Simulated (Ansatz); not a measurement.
**What a trial cell of BaTa2 relaxes into**

These are results of DFT PBE, scalar-relativistic, plane waves, PAW in Ansatz 0.2.0, not measurements. Cutoff 420 eV, Γ-centred k mesh, Gaussian smearing, no spin polarisation in the final step.

BaTa2 was placed on the fluorite structure type (Fm-3m, No. 225), with Ba in place of Ca, Ta in place of F, at a guessed volume.

```xyz
3
Lattice="0.0000 3.2636 3.2636 3.2636 0.0000 3.2636 3.2636 3.2636 0.0000" Properties=species:S:1:pos:R:3 pbc="T T T"
Ba    0.0000    0.0000    0.0000
Ta    1.6318    1.6318    1.6318
Ta    4.8954    4.8954    4.8954
```

Steps on the 4×4×4 mesh (3 atoms). 5 of 5 steps are shown, and the free energy counts from the last. Trial steps that were taken back and renewals of the plane-wave basis can be among the rows.

```csv
step,ΔF (meV/atom),V (Å³/atom),P (GPa)
1,27.8,23.17,5.59
2,20.4,26.46,-3.61
3,0.8,25.07,-0.60
4,0.4,24.81,0.12
5,0.0,24.81,0.13
```

A final relaxation ran on a 12×12×12 mesh. The relaxed crystal, Fm-3m (No. 225):

Space group Fm-3m (No. 225). a = 6.690 Å, b = 6.690 Å, c = 6.690 Å, α = 90.00°, β = 90.00°, γ = 90.00°
```csv
atom,site,symmetry,x,y,z
Ba,4a,m-3m,0.0000,0.0000,0.0000
Ta,8c,-43m,0.2500,0.7500,0.7500
```

```
Volume per atom          : 24.95 Å³
Density                  : 11.07 g/cm³
Energy over the elements : 2.50 eV/atom
Gap on the 12×12×12 mesh : 0 eV (a metal)
```

Formation energies are uncorrected and refer to the elements' standard structures at the same level.

The final run used a 12×12×12 mesh on its 3-atom cell and 0.10 eV smearing. The k mesh leaves about 4 meV/atom of noise in metals. Spin–orbit coupling is left out.

Symmetry constrained the relaxation, so the result can be a saddle point.

Cost: 3 runs of about 0.62 core-minutes in all, on Intel Xeon Platinum 8375C (Ice Lake) (shared hosts).